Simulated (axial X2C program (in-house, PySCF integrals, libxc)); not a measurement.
# Linear ClAlCl⁻ at several levels

Aim: the two bond lengths and stretching wavenumbers of linear ClAlCl⁻, with and without spin–orbit coupling, at PBE0, TPSSh.

Program: an in-house X2C program for linear molecules on PySCF integrals. Level of theory: all-electron X2C, two-component (2c) or spin-free, Cl dyall-av3z, Al dyall-v3z. These are calculated values, not measurements.

All values are calculated.

2 further runs of the same task are left out: 2 set aside as unsound or not needed.

## Step 1: Set-up

task.json

```json
{
 "zs": [
  17,
  13,
  17
 ],
 "q": -1,
 "bas": [
  "dyall-av3z",
  "dyall-v3z",
  "dyall-av3z"
 ],
 "r0": [
  2.25,
  2.25
 ],
 "symm": 1,
 "scan": [
  "PBE0",
  "HF",
  "TPSSh"
 ],
 "levels": [
  "PBE0",
  "HF",
  "PBE"
 ],
 "nst": 2
}
```

Keys: zs atomic numbers; q charge; bas basis sets; r0 starting distance in Å; symm equal bonds; scan levels of the two-bond scan; levels methods; nst determinants followed.

Run with:

```
> python solin.py task.json out
```

Masses Cl 34.969, Al 26.982, Cl 34.969 u.

## Step 2: Scan at PBE0, 2c

State: Ω = 0 (all partner blocks equally filled). Energies above the lowest point, from the job's result record:

```
r(Cl–Al) (Å)  r(Al–Cl) (Å)  E (meV)
      2.4258        2.4258    18.20
      2.4258        2.4880     6.84
      2.4258        2.5502     6.22
      2.4880        2.4258     6.84
      2.4880        2.4880     0.00
      2.4880        2.5502     3.92
      2.4880        2.6124    16.15
      2.5502        2.4258     6.22
      2.5502        2.4880     3.92
      2.5502        2.5502    12.37
      2.6124        2.4880    16.15
      2.6124        2.6124    50.21
```

A quadratic surface with cubic terms in each bond gives the minimum at 2.492 and 2.492 Å, force constants 0.438, 0.438 and coupling 0.19 mdyn/Å.

## Step 3: Scan at TPSSh, 2c

State: Ω = 0 (all partner blocks equally filled). Energies above the lowest point, from the job's result record:

```
r(Cl–Al) (Å)  r(Al–Cl) (Å)  E (meV)
      2.4258        2.4258    21.90
      2.4258        2.4880     8.71
      2.4258        2.5502     6.47
      2.4880        2.4258     8.71
      2.4880        2.4880     0.00
      2.4880        2.5502     2.25
      2.4880        2.6124    12.98
      2.5502        2.4258     6.47
      2.5502        2.4880     2.25
      2.5502        2.5502     8.98
      2.6124        2.4880    12.98
      2.6124        2.6124    43.69
```

A quadratic surface with cubic terms in each bond gives the minimum at 2.500 and 2.500 Å, force constants 0.434, 0.434 and coupling 0.18 mdyn/Å.

## Step 4: Scan at PBE0, spin-free

State: M_S = 0, Λ = 0 (closed shell). Energies above the lowest point, from the job's result record:

```
r(Cl–Al) (Å)  r(Al–Cl) (Å)  E (meV)
      2.4258        2.4258    17.98
      2.4258        2.4880     6.73
      2.4258        2.5502     6.21
      2.4880        2.4258     6.73
      2.4880        2.4880     0.00
      2.4880        2.5502     4.01
      2.4880        2.6124    16.33
      2.5502        2.4258     6.21
      2.5502        2.4880     4.01
      2.5502        2.5502    12.56
      2.6124        2.4880    16.33
      2.6124        2.6124    50.56
```

A quadratic surface with cubic terms in each bond gives the minimum at 2.492 and 2.492 Å, force constants 0.438, 0.438 and coupling 0.19 mdyn/Å.

## Step 5: Comparison

| level | r(Cl–Al) (Å) | r(Al–Cl) (Å) | lower stretch (cm⁻¹) | upper stretch (cm⁻¹) |
| --- | --- | --- | --- | --- |
| PBE0, 2c | 2.492 | 2.492 | 174.0 | 209.2 |
| TPSSh, 2c | 2.500 | 2.500 | 173.2 | 208.4 |
| PBE0, spin-free | 2.492 | 2.492 | 174.0 | 209.3 |
| TPSSh, spin-free | 2.499 | 2.499 | 173.3 | 208.5 |

Scans not shown above were run alike.

What this shows: Over the levels the Cl–Al bond spans 2.492 to 2.500 Å and the Al–Cl bond 2.492 to 2.500 Å. At PBE0 spin–orbit coupling leaves both bonds unchanged to 0.001 Å. Each state is one determinant, the lowest of a limited PBE0 search; the stretches come from a fit to few points and are good to some per cent at best. The stretches are sorted by size, and where the two bonds are alike the symmetric and antisymmetric modes can swap order between levels. For an anion the highest level of a functional can be positive, and the basis then holds the extra electron. The molecule was held linear; bending was not examined, so a bent shape may lie lower.
